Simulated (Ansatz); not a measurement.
**H3O (doublet): B2PLYP, RPA-PBE over a scan of the distance H1–H2 along a hydrogen transfer, cc-pVDZ**

Aim: run H3O (doublet) with these functionals over a scan of the distance H1–H2 along a hydrogen transfer, and hold them against the top wave-function level at the same points.

Method: cc-pVDZ, all electrons in the functionals, frozen cores in the correlation of double hybrids and RPA; program: Ansatz 0.2.0, Gaussian basis.

To be run: B2PLYP, RPA-PBE, at 0.745 Å; 0.816 Å; 0.957 Å; 1.098 Å; 1.239 Å.

## 1. The system

The geometry derives from fragments relaxed apart (PBE0/def2-TZVP) and kept rigid, so it is no stationary point. A hydrogen atom is moved between rigid fragments.

4 atoms, charge 0, spin multiplicity 2.

Atoms are counted from 1 here; the program's logs count them from 0.

Bond lengths: H1–H2 0.745 Å, O3–H4 0.973 Å.

No dispersion term is added.

The geometry shown and the zero of energy belong to the point 0.745 Å. The yardstick, UCCSDTQ, and other wave-function levels (R restricted, U unrestricted, valence and pair active spaces) come from earlier runs.

## 2. B2PLYP, 0.745 Å

The input, in.yaml:

```yaml
crystal:
  periodic: [false, false, false]
  atoms:
    - {symbol: H, position_ang: [-2.045612, 0.049803, 0.000000]}
    - {symbol: H, position_ang: [-1.300612, 0.049803, 0.000000]}
    - {symbol: O, position_ang: [0.183388, 0.049803, 0.000000]}
    - {symbol: H, position_ang: [0.435246, -0.890147, 0.000000]}
basis:
  gaussian: {orbitals: cc-pVDZ}
magnetization: {spin_polarized: true, initial_magnetization: 1}
hamiltonian: {xc: {name: B2PLYP}}
correlation: {electrons: outside_noble_gas}
```

The run is started by

```console
$ ansatz run in.yaml --threads 1 --pin off --events-out ev --progress --plain --max-ram 2816MiB --backend cpu
```

Output:

```text
Functional definition: B2PLYP
  name "B2PLYP"
  cite "Grimme, J. Chem. Phys. 124, 034108 (2006) doi:10.1063/1.2148954"
  cite "Becke, Phys. Rev. A 38, 3098 (1988) doi:10.1103/PhysRevA.38.3098"
  cite "Lee, Yang & Parr, Phys. Rev. B 37, 785 (1988) doi:10.1103/PhysRevB.37.785"
  parameter a = 0.53
  parameter c = 0.27
  exchange = (1 - a)*b88_x + a*exact_x
  correlation = (1 - c)*lyp_c + c*(mp2_os + mp2_ss)
257 factors; integrals over basis functions are off by at most 1.5e-3 eV
mean field evaluation 1: about -2087.1655 eV, gradient 1.9e1 eV
mean field evaluation 2: about -2087.1649 eV, gradient 1.9e1 eV
mean field evaluation 4: about -2088.8108 eV, gradient 1.6e0 eV
mean field evaluation 8: about -2088.8481 eV, gradient 1.6e-1 eV
mean field evaluation 16: about -2088.8488 eV, gradient 1.8e-4 eV
mean field -2088.84884062 eV, -76.7637790201 hartree, gradient 5.7e-6 eV, S^2 0.758416; 2 other end points of the search recorded, 0 dependent functions left out
1 core orbitals not correlated: weight in the atoms' cores, before any rotation towards them, 1.000 or more for the frozen orbitals, at most 0.000 for the correlated occupied ones
reference -2088.84892499 eV, -76.7637821209 hartree; 5, 4 occupied and 23, 24 virtual orbitals, 257 factors
second order -6.11386222 eV of doubles, -0.00000000 eV of singles
Total energy: -2090.49966779 eV, -76.8244457998 hartree
```

Run time: 0.49 s. Hardware: 1 thread of AMD EPYC 7R13, shared host.

From the report: ⟨S²⟩ of the determinant 0.758 (pure doublet: 0.75).

## 3. B2PLYP, 0.816 Å

The input, in.yaml:

```yaml
crystal:
  periodic: [false, false, false]
  atoms:
    - {symbol: H, position_ang: [-2.049374, 0.049803, 0.000000]}
    - {symbol: H, position_ang: [-1.233374, 0.049803, 0.000000]}
    - {symbol: O, position_ang: [0.179626, 0.049803, 0.000000]}
    - {symbol: H, position_ang: [0.431485, -0.890147, 0.000000]}
basis:
  gaussian: {orbitals: cc-pVDZ}
magnetization: {spin_polarized: true, initial_magnetization: 1}
hamiltonian: {xc: {name: B2PLYP}}
correlation: {electrons: outside_noble_gas}
```

The command is unchanged.

Output (excerpt; [...] marks lines left out):

```text
Functional definition: B2PLYP
  name "B2PLYP"
  cite "Grimme, J. Chem. Phys. 124, 034108 (2006) doi:10.1063/1.2148954"
  cite "Becke, Phys. Rev. A 38, 3098 (1988) doi:10.1103/PhysRevA.38.3098"
  cite "Lee, Yang & Parr, Phys. Rev. B 37, 785 (1988) doi:10.1103/PhysRevB.37.785"
[...]
259 factors; integrals over basis functions are off by at most 1.5e-3 eV
[...]
mean field -2088.81718694 eV, -76.7626157690 hartree, gradient 6.3e-6 eV, S^2 0.763625; 2 other end points of the search recorded, 0 dependent functions left out
1 core orbitals not correlated: weight in the atoms' cores, before any rotation towards them, 1.000 or more for the frozen orbitals, at most 0.000 for the correlated occupied ones
reference -2088.81727397 eV, -76.7626189672 hartree; 5, 4 occupied and 23, 24 virtual orbitals, 259 factors
second order -6.29337250 eV of doubles, -0.00000000 eV of singles
Total energy: -2090.51648454 eV, -76.8250638040 hartree
```

Wall time 0.49 s (1 thread of AMD EPYC 7R13, shared host).

From the report: ⟨S²⟩ of the determinant 0.764 (pure doublet: 0.75).

From 0.745 Å: -0.4 kcal/mol.

## 4. B2PLYP, 0.957 Å

The input, in.yaml:

```yaml
crystal:
  periodic: [false, false, false]
  atoms:
    - {symbol: H, position_ang: [-2.056845, 0.049803, 0.000000]}
    - {symbol: H, position_ang: [-1.099845, 0.049803, 0.000000]}
    - {symbol: O, position_ang: [0.172155, 0.049803, 0.000000]}
    - {symbol: H, position_ang: [0.424014, -0.890147, 0.000000]}
basis:
  gaussian: {orbitals: cc-pVDZ}
magnetization: {spin_polarized: true, initial_magnetization: 1}
hamiltonian: {xc: {name: B2PLYP}}
correlation: {electrons: outside_noble_gas}
```

Launched as before.

Output (excerpt; [...] marks lines left out):

```text
Functional definition: B2PLYP
  name "B2PLYP"
  cite "Grimme, J. Chem. Phys. 124, 034108 (2006) doi:10.1063/1.2148954"
  cite "Becke, Phys. Rev. A 38, 3098 (1988) doi:10.1103/PhysRevA.38.3098"
  cite "Lee, Yang & Parr, Phys. Rev. B 37, 785 (1988) doi:10.1103/PhysRevB.37.785"
[...]
258 factors; integrals over basis functions are off by at most 1.5e-3 eV
[...]
mean field -2088.67992186 eV, -76.7575713703 hartree, gradient 3.5e-6 eV, S^2 0.776827; 2 other end points of the search recorded, 0 dependent functions left out
1 core orbitals not correlated: weight in the atoms' cores, before any rotation towards them, 1.000 or more for the frozen orbitals, at most 0.000 for the correlated occupied ones
reference -2088.68001386 eV, -76.7575747513 hartree; 5, 4 occupied and 23, 24 virtual orbitals, 258 factors
second order -6.72243269 eV of doubles, -0.00000000 eV of singles
Total energy: -2090.49507069 eV, -76.8242768593 hartree
```

Wall time 0.46 s (1 thread of AMD EPYC 7R13, shared host).

From the report: ⟨S²⟩ of the determinant 0.777 (pure doublet: 0.75).

From 0.745 Å: +0.1 kcal/mol.

## 5. B2PLYP, 1.098 Å

The input, in.yaml:

```yaml
crystal:
  periodic: [false, false, false]
  atoms:
    - {symbol: H, position_ang: [-2.064316, 0.049803, 0.000000]}
    - {symbol: H, position_ang: [-0.966316, 0.049803, 0.000000]}
    - {symbol: O, position_ang: [0.164684, 0.049803, 0.000000]}
    - {symbol: H, position_ang: [0.416543, -0.890147, 0.000000]}
basis:
  gaussian: {orbitals: cc-pVDZ}
magnetization: {spin_polarized: true, initial_magnetization: 1}
hamiltonian: {xc: {name: B2PLYP}}
correlation: {electrons: outside_noble_gas}
```

The command is unchanged.

Output (excerpt; [...] marks lines left out):

```text
Functional definition: B2PLYP
  name "B2PLYP"
  cite "Grimme, J. Chem. Phys. 124, 034108 (2006) doi:10.1063/1.2148954"
  cite "Becke, Phys. Rev. A 38, 3098 (1988) doi:10.1103/PhysRevA.38.3098"
  cite "Lee, Yang & Parr, Phys. Rev. B 37, 785 (1988) doi:10.1103/PhysRevB.37.785"
[...]
260 factors; integrals over basis functions are off by at most 1.4e-3 eV
[...]
mean field -2088.86019068 eV, -76.7641961274 hartree, gradient 3.6e-6 eV, S^2 0.767510; 0 other end points of the search recorded, 0 dependent functions left out
1 core orbitals not correlated: weight in the atoms' cores, before any rotation towards them, 1.000 or more for the frozen orbitals, at most 0.000 for the correlated occupied ones
reference -2088.86028621 eV, -76.7641996379 hartree; 5, 4 occupied and 23, 24 virtual orbitals, 260 factors
second order -6.94731297 eV of doubles, -0.00000000 eV of singles
Total energy: -2090.73606071 eV, -76.8331330793 hartree
```

Run time: 0.4 s. Hardware: 1 thread of AMD EPYC 7R13, shared host.

From the report: ⟨S²⟩ of the determinant 0.768 (pure doublet: 0.75).

From 0.745 Å: -5.5 kcal/mol.

## 6. B2PLYP, 1.239 Å

The input, in.yaml:

```yaml
crystal:
  periodic: [false, false, false]
  atoms:
    - {symbol: H, position_ang: [-2.071787, 0.049803, 0.000000]}
    - {symbol: H, position_ang: [-0.832787, 0.049803, 0.000000]}
    - {symbol: O, position_ang: [0.157213, 0.049803, 0.000000]}
    - {symbol: H, position_ang: [0.409072, -0.890147, 0.000000]}
basis:
  gaussian: {orbitals: cc-pVDZ}
magnetization: {spin_polarized: true, initial_magnetization: 1}
hamiltonian: {xc: {name: B2PLYP}}
correlation: {electrons: outside_noble_gas}
```

Launched as before.

Output (excerpt; [...] marks lines left out):

```text
Functional definition: B2PLYP
  name "B2PLYP"
  cite "Grimme, J. Chem. Phys. 124, 034108 (2006) doi:10.1063/1.2148954"
  cite "Becke, Phys. Rev. A 38, 3098 (1988) doi:10.1103/PhysRevA.38.3098"
  cite "Lee, Yang & Parr, Phys. Rev. B 37, 785 (1988) doi:10.1103/PhysRevB.37.785"
[...]
259 factors; integrals over basis functions are off by at most 1.5e-3 eV
[...]
mean field -2089.18951698 eV, -76.7762986455 hartree, gradient 2.8e-6 eV, S^2 0.754597; 0 other end points of the search recorded, 0 dependent functions left out
1 core orbitals not correlated: weight in the atoms' cores, before any rotation towards them, 1.000 or more for the frozen orbitals, at most 0.000 for the correlated occupied ones
reference -2089.18961443 eV, -76.7763022266 hartree; 5, 4 occupied and 23, 24 virtual orbitals, 259 factors
second order -6.77090461 eV of doubles, -0.00000000 eV of singles
Total energy: -2091.01775867 eV, -76.8434852884 hartree
```

Run time: 0.4 s. Hardware: 1 thread of AMD EPYC 7R13, shared host.

From the report: ⟨S²⟩ of the determinant 0.755 (pure doublet: 0.75).

From 0.745 Å: -11.9 kcal/mol.

## 7. RPA-PBE, 0.745 Å

The input, in.yaml:

```yaml
crystal:
  periodic: [false, false, false]
  atoms:
    - {symbol: H, position_ang: [-2.045612, 0.049803, 0.000000]}
    - {symbol: H, position_ang: [-1.300612, 0.049803, 0.000000]}
    - {symbol: O, position_ang: [0.183388, 0.049803, 0.000000]}
    - {symbol: H, position_ang: [0.435246, -0.890147, 0.000000]}
basis:
  gaussian: {orbitals: cc-pVDZ}
magnetization: {spin_polarized: true, initial_magnetization: 1}
hamiltonian: {xc: {name: PBE}}
correlation: {method: rpa, electrons: outside_noble_gas}
```

Same command.

Output (excerpt; [...] marks lines left out):

```text
Functional definition: PBE
  name "PBE"
  cite "Perdew, Burke & Ernzerhof, Phys. Rev. Lett. 77, 3865 (1996) doi:10.1103/PhysRevLett.77.3865"
  parent pbe
[...]
257 factors; integrals over basis functions are off by at most 1.5e-3 eV
[...]
mean field -2090.06664977 eV, -76.8085326809 hartree, gradient 1.9e-6 eV, S^2 0.753000; 6 other end points of the search recorded, 0 dependent functions left out
1 core orbitals not correlated: weight in the atoms' cores, before any rotation towards them, 1.000 or more for the frozen orbitals, at most 0.000 for the correlated occupied ones
reference -2081.11420753 eV, -76.4795364969 hartree; 5, 4 occupied and 23, 24 virtual orbitals, 257 factors
Total energy: -2090.26669941 eV, -76.8158843698 hartree
```

Wall time 1.1 s (1 thread of AMD EPYC 7R13, shared host).

From the report: ⟨S²⟩ of the determinant 0.753 (pure doublet: 0.75).

## 8. RPA-PBE, 0.816 Å

The input, in.yaml:

```yaml
crystal:
  periodic: [false, false, false]
  atoms:
    - {symbol: H, position_ang: [-2.049374, 0.049803, 0.000000]}
    - {symbol: H, position_ang: [-1.233374, 0.049803, 0.000000]}
    - {symbol: O, position_ang: [0.179626, 0.049803, 0.000000]}
    - {symbol: H, position_ang: [0.431485, -0.890147, 0.000000]}
basis:
  gaussian: {orbitals: cc-pVDZ}
magnetization: {spin_polarized: true, initial_magnetization: 1}
hamiltonian: {xc: {name: PBE}}
correlation: {method: rpa, electrons: outside_noble_gas}
```

Launched as before.

Output (excerpt; [...] marks lines left out):

```text
Functional definition: PBE
  name "PBE"
  cite "Perdew, Burke & Ernzerhof, Phys. Rev. Lett. 77, 3865 (1996) doi:10.1103/PhysRevLett.77.3865"
  parent pbe
[...]
259 factors; integrals over basis functions are off by at most 1.5e-3 eV
[...]
mean field -2090.17822058 eV, -76.8126328328 hartree, gradient 1.1e-6 eV, S^2 0.754031; 6 other end points of the search recorded, 0 dependent functions left out
1 core orbitals not correlated: weight in the atoms' cores, before any rotation towards them, 1.000 or more for the frozen orbitals, at most 0.000 for the correlated occupied ones
reference -2080.95924812 eV, -76.4738418436 hartree; 5, 4 occupied and 23, 24 virtual orbitals, 259 factors
Total energy: -2090.28783126 eV, -76.8166609510 hartree
```

It took 1.1 s on 1 thread of AMD EPYC 7R13, shared host.

From the report: ⟨S²⟩ of the determinant 0.754 (pure doublet: 0.75).

From 0.745 Å: -0.5 kcal/mol.

## 9. RPA-PBE, 0.957 Å

The input, in.yaml:

```yaml
crystal:
  periodic: [false, false, false]
  atoms:
    - {symbol: H, position_ang: [-2.056845, 0.049803, 0.000000]}
    - {symbol: H, position_ang: [-1.099845, 0.049803, 0.000000]}
    - {symbol: O, position_ang: [0.172155, 0.049803, 0.000000]}
    - {symbol: H, position_ang: [0.424014, -0.890147, 0.000000]}
basis:
  gaussian: {orbitals: cc-pVDZ}
magnetization: {spin_polarized: true, initial_magnetization: 1}
hamiltonian: {xc: {name: PBE}}
correlation: {method: rpa, electrons: outside_noble_gas}
```

The command is unchanged.

Output (excerpt; [...] marks lines left out):

```text
Functional definition: PBE
  name "PBE"
  cite "Perdew, Burke & Ernzerhof, Phys. Rev. Lett. 77, 3865 (1996) doi:10.1103/PhysRevLett.77.3865"
  parent pbe
[...]
258 factors; integrals over basis functions are off by at most 1.5e-3 eV
[...]
mean field -2090.27944180 eV, -76.8163526440 hartree, gradient 1.8e-6 eV, S^2 0.755823; 6 other end points of the search recorded, 0 dependent functions left out
1 core orbitals not correlated: weight in the atoms' cores, before any rotation towards them, 1.000 or more for the frozen orbitals, at most 0.000 for the correlated occupied ones
reference -2080.69552294 eV, -76.4641501218 hartree; 5, 4 occupied and 23, 24 virtual orbitals, 258 factors
Total energy: -2090.24777740 eV, -76.8151889984 hartree
```

Wall time 1 s (1 thread of AMD EPYC 7R13, shared host).

From the report: ⟨S²⟩ of the determinant 0.756 (pure doublet: 0.75).

From 0.745 Å: +0.4 kcal/mol.

## 10. RPA-PBE, 1.098 Å

The input, in.yaml:

```yaml
crystal:
  periodic: [false, false, false]
  atoms:
    - {symbol: H, position_ang: [-2.064316, 0.049803, 0.000000]}
    - {symbol: H, position_ang: [-0.966316, 0.049803, 0.000000]}
    - {symbol: O, position_ang: [0.164684, 0.049803, 0.000000]}
    - {symbol: H, position_ang: [0.416543, -0.890147, 0.000000]}
basis:
  gaussian: {orbitals: cc-pVDZ}
magnetization: {spin_polarized: true, initial_magnetization: 1}
hamiltonian: {xc: {name: PBE}}
correlation: {method: rpa, electrons: outside_noble_gas}
```

Same command.

Output (excerpt; [...] marks lines left out):

```text
Functional definition: PBE
  name "PBE"
  cite "Perdew, Burke & Ernzerhof, Phys. Rev. Lett. 77, 3865 (1996) doi:10.1103/PhysRevLett.77.3865"
  parent pbe
[...]
260 factors; integrals over basis functions are off by at most 1.4e-3 eV
[...]
mean field -2090.47052386 eV, -76.8233747800 hartree, gradient 4.7e-6 eV, S^2 0.754460; 4 other end points of the search recorded, 0 dependent functions left out
1 core orbitals not correlated: weight in the atoms' cores, before any rotation towards them, 1.000 or more for the frozen orbitals, at most 0.000 for the correlated occupied ones
reference -2080.97546768 eV, -76.4744379015 hartree; 5, 4 occupied and 23, 24 virtual orbitals, 260 factors
Total energy: -2090.40535465 eV, -76.8209798559 hartree
```

Run time: 0.92 s. Hardware: 1 thread of AMD EPYC 7R13, shared host.

From the report: ⟨S²⟩ of the determinant 0.754 (pure doublet: 0.75).

From 0.745 Å: -3.2 kcal/mol.

## 11. RPA-PBE, 1.239 Å

The input, in.yaml:

```yaml
crystal:
  periodic: [false, false, false]
  atoms:
    - {symbol: H, position_ang: [-2.071787, 0.049803, 0.000000]}
    - {symbol: H, position_ang: [-0.832787, 0.049803, 0.000000]}
    - {symbol: O, position_ang: [0.157213, 0.049803, 0.000000]}
    - {symbol: H, position_ang: [0.409072, -0.890147, 0.000000]}
basis:
  gaussian: {orbitals: cc-pVDZ}
magnetization: {spin_polarized: true, initial_magnetization: 1}
hamiltonian: {xc: {name: PBE}}
correlation: {method: rpa, electrons: outside_noble_gas}
```

Launched as before.

Output (excerpt; [...] marks lines left out):

```text
Functional definition: PBE
  name "PBE"
  cite "Perdew, Burke & Ernzerhof, Phys. Rev. Lett. 77, 3865 (1996) doi:10.1103/PhysRevLett.77.3865"
  parent pbe
[...]
259 factors; integrals over basis functions are off by at most 1.5e-3 eV
[...]
mean field -2090.61963009 eV, -76.8288543331 hartree, gradient 2.6e-6 eV, S^2 0.751932; 1 other end points of the search recorded, 0 dependent functions left out
1 core orbitals not correlated: weight in the atoms' cores, before any rotation towards them, 1.000 or more for the frozen orbitals, at most 0.000 for the correlated occupied ones
reference -2081.56329757 eV, -76.4960402513 hartree; 5, 4 occupied and 23, 24 virtual orbitals, 259 factors
Total energy: -2090.62684386 eV, -76.8291194339 hartree
```

It took 0.64 s on 1 thread of AMD EPYC 7R13, shared host.

From the report: ⟨S²⟩ of the determinant 0.752 (pure doublet: 0.75).

From 0.745 Å: -8.3 kcal/mol.

## 12. Against the wave-function levels

The yardstick is UCCSDTQ, where the cluster series has nearly closed. It comes from earlier runs at the same points. Energies in kcal/mol, counted from 0.745 Å; blanks weren't run or aren't comparable.

```
  level  0.745 Å  0.816 Å  0.957 Å  1.098 Å  1.239 Å
UCCSDTQ      0.0      0.3      1.8     -4.1    -12.0
 B2PLYP      0.0     -0.4      0.1     -5.5    -11.9
RPA-PBE      0.0     -0.5      0.4     -3.2     -8.3
```

Largest miss and mean time a point (UCCSDTQ took 12 s a point; shared hosts):

```
  level  largest miss (kcal/mol)    where  time a point
 B2PLYP                     -1.7  0.957 Å        0.45 s
RPA-PBE                     +3.6  1.239 Å        0.95 s
```

## 13. Outcome

```
                 quantity                    value
span of the UCCSDTQ curve            13.7 kcal/mol
     largest miss, B2PLYP  -1.7 kcal/mol (0.957 Å)
    largest miss, RPA-PBE  +3.6 kcal/mol (1.239 Å)
```

What this shows: Of the functionals, B2PLYP keep the smallest largest miss at the points compared (at most 1.7 kcal/mol) and RPA-PBE strays most (3.6 kcal/mol, at 1.239 Å). Functionals and the yardstick converge differently with the basis, so part of each miss in cc-pVDZ is the basis.
